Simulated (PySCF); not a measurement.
# BCl⁻, MP2: how much the basis matters

PySCF, UHF reference; doublet, unpaired electrons π ↑; De to B + Cl⁻ without counterpoise correction. Frozen cores follow the default of each basis and core potential.

```
                      basis     relativity  functions  Re (Å)  ωe (cm⁻¹)  De (eV)  frozen orbitals
                aug-pcseg-1  no relativity         50   1.906        482     1.30                6
aug-cc-pVDZ/aug-cc-pV(D+d)Z  no relativity         55   1.913        490     1.37                6
                def2-TZVPPD  no relativity         88   1.888        520     1.52                6
```

**Question.** How does each smaller set differ from the one with most functions, def2-TZVPPD?

**Answer.** aug-pcseg-1: +1.8 pm, -7.3 % in ωe, -0.22 eV in De; aug-cc-pVDZ/aug-cc-pV(D+d)Z: +2.5 pm, -5.8 % in ωe, -0.15 eV in De. All at MP2; the set with most functions is neither the basis-set limit nor always the best.

Correlated steps freeze 6 core orbitals. Correlated levels converge slowly with the basis: in double zeta they bind strong bonds too weakly, by up to about 1 eV, and carry superposition errors of some tenths. For an ion De counts to the pair picked by the measured ionisation energies or electron affinities, which need not be the lowest pair at this level. The state was picked by a PBE0 search and need not be the measured ground state.
